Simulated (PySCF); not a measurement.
Species: 1-chloro-2-methylbutane, C5H11Cl.
Atom-mapped SMILES: `[CH3:1][CH2:2][C@H:3]([CH3:4])[CH2:5][Cl:6]` (hydrogens: H7, H8, H9 on C1; H10, H11 on C2; H12 on C3; H13, H14, H15 on C4; H16, H17 on C5)

Computed by this run: PBE0-D3(BJ)/def2-SVP geometry optimisation, gas phase in PySCF 2.14.0; density fitting, grid level 2; the optimiser is geomeTRIC in internal coordinates, started from a GFN2-xTB structure.

Step 0: E = -17869.5663 eV
```
atom  x, y, z in Å  |  force x, y, z in eV/Å
C1      2.0908   -0.1335    0.3019   -0.490  -0.272  -0.370
C2      0.7980   -0.6452   -0.3235    0.113   0.491   0.683
C3     -0.4711   -0.0494    0.3027   -0.169  -0.151  -0.776
C4     -1.6999   -0.8446   -0.1326    0.426   0.315   0.353
C5     -0.6187    1.4152   -0.0944   -0.104  -0.361   0.507
Cl6    -1.9560    2.1968    0.7927   -0.145   0.176   0.071
H7      2.9434   -0.6618   -0.1183    0.417  -0.144  -0.123
H8      2.0843   -0.2981    1.3770    0.060  -0.041   0.470
H9      2.2310    0.9284    0.1179    0.136   0.466  -0.024
H10     0.7583   -1.7291   -0.1986   -0.059  -0.360  -0.067
H11     0.8015   -0.4374   -1.3959   -0.045  -0.048  -0.422
H12    -0.3829   -0.1033    1.3929    0.043   0.050   0.299
H13    -2.6040   -0.4047    0.2801   -0.396   0.146   0.130
H14    -1.6293   -1.8725    0.2137   -0.002  -0.456   0.101
H15    -1.7818   -0.8495   -1.2175   -0.064  -0.038  -0.484
H16    -0.8461    1.5135   -1.1564    0.017   0.033  -0.328
H17     0.2756    1.9871    0.1473    0.262   0.194  -0.018
```

Task: Estimate the geometry and energy of step 1. (The exact step hangs on the optimiser's Hessian estimate; all steps are aligned on step 0, rigid shifts and turns removed.)

Result: E = -17869.6111 eV, largest force 0.156 eV/Å
```
atom  x, y, z in Å  |  force x, y, z in eV/Å
C1      2.0929   -0.1195    0.2866    0.066   0.041   0.064
C2      0.7974   -0.6459   -0.3064   -0.049  -0.075  -0.117
C3     -0.4863   -0.0607    0.2932    0.033   0.049   0.144
C4     -1.7119   -0.8500   -0.1391   -0.050  -0.048  -0.041
C5     -0.6122    1.4109   -0.0688   -0.016   0.069  -0.081
Cl6    -1.9593    2.2302    0.7884    0.045  -0.055  -0.024
H7      2.9649   -0.6411   -0.1376   -0.025   0.013   0.005
H8      2.1157   -0.2698    1.3790    0.014   0.011  -0.034
H9      2.2386    0.9565    0.0986   -0.006  -0.033   0.006
H10     0.7594   -1.7415   -0.1724    0.001   0.049  -0.004
H11     0.7877   -0.4829   -1.4018   -0.001  -0.022   0.057
H12    -0.4025   -0.1148    1.3962   -0.011  -0.009  -0.056
H13    -2.6321   -0.4080    0.2699    0.014  -0.003  -0.002
H14    -1.6498   -1.8946    0.2038    0.000   0.025  -0.010
H15    -1.8013   -0.8627   -1.2394    0.001   0.001   0.033
H16    -0.8033    1.5309   -1.1479    0.011   0.010   0.053
H17     0.2950    1.9750    0.1865   -0.027  -0.023   0.007
```

The energy changes by -0.0447 eV. The first-order estimate −F·Δx gives -0.0979 eV and the mean of the old and new forces, exact on a quadratic surface, -0.0445 eV. The step makes an angle of 70° with the force vector and moves no atom by more than 0.048 Å.

The cost below is that of the whole optimisation. On Arm Neoverse V1, one thread, shared host, this took 34 s wall and 0.71 GiB of memory at its peak.
